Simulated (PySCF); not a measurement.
## Property card for `CP(C)P(F)F` ((CH3)2PPF2)

Compound: (CH3)2PPF2, C₂H₆F₂P₂.
Numbering: `[CH3:1][P:2]([CH3:3])[P:4]([F:5])[F:6]` (hydrogens: H7, H8, H9 on C1; H10, H11, H12 on C3)

Cartesian coordinates in Å at the GFN2-xTB level; atoms count from 1:
```
atom  x, y, z in Å
C1    -0.5540   -1.3373   -0.6928
P2    -0.1499   -0.3230    0.8076
C3     1.5521    0.2355    0.3230
P4    -1.1256    1.4997    0.0136
F5    -2.6445    1.1218    0.4423
F6    -0.8633    2.4494    1.3034
H7    -0.0028   -2.2740   -0.6378
H8    -0.2955   -0.8251   -1.6182
H9    -1.6175   -1.5688   -0.6931
H10    1.8664    1.0422    0.9827
H11    1.5948    0.5755   -0.7103
H12    2.2411   -0.5965    0.4535
```

**GFN2-xTB geometry**

| Item | Value |
| --- | --- |
| Point group of the GFN2-xTB geometry | Cs |
| Rotational constants A, B, C of the GFN2-xTB geometry | 3.348, 1.790, 1.359 GHz |

B3LYP/def2-SVPD ground state and vertical TDDFT (core frozen in the response) (PySCF):

| Quantity | Value |
| --- | --- |
| Dipole moment | 3.25 D |
| HOMO energy | -6.71 eV |
| LUMO energy | -1.11 eV |
| HOMO–LUMO gap | 5.60 eV |
| Lowest singlet excitation | 4.48 eV (276 nm, f = 0.012) |
| Strongest line among the 8 lowest singlet transitions | S2 at 5.40 eV (230 nm, f = 0.214) |
| Lowest triplet excitation (Tamm–Dancoff) | 3.92 eV |
| Static isotropic polarisability | 79.2 au |
| Electronic spatial extent ⟨r²⟩ about the centre of nuclear charge | 896 bohr² |

Monoisotopic mass from the formula: 129.9913 u.

The largest Löwdin shares of the LUMO are 0.46 on P4, 0.13 on F5, 0.13 on F6 and 0.07 on P2. The principal polarisabilities are 67.6, 78.0 and 91.9 au; their mean is the isotropic value. No computed singlet falls in the visible range (750 to 380 nm, 1.65 to 3.26 eV); S1 lies 1.22 eV above its blue end. S1 lies 1.12 eV below the HOMO–LUMO gap; its leading configuration is HOMO→LUMO, weight 0.99. The 8 singlets span 4.48 to 7.43 eV, and their oscillator strengths add up to 0.56. In atomic units the dipole is 1.28 e·bohr (1 au = 2.5417 D).

The structure is a single GFN2-xTB conformer in the gas phase; no vibrational or solvent corrections.
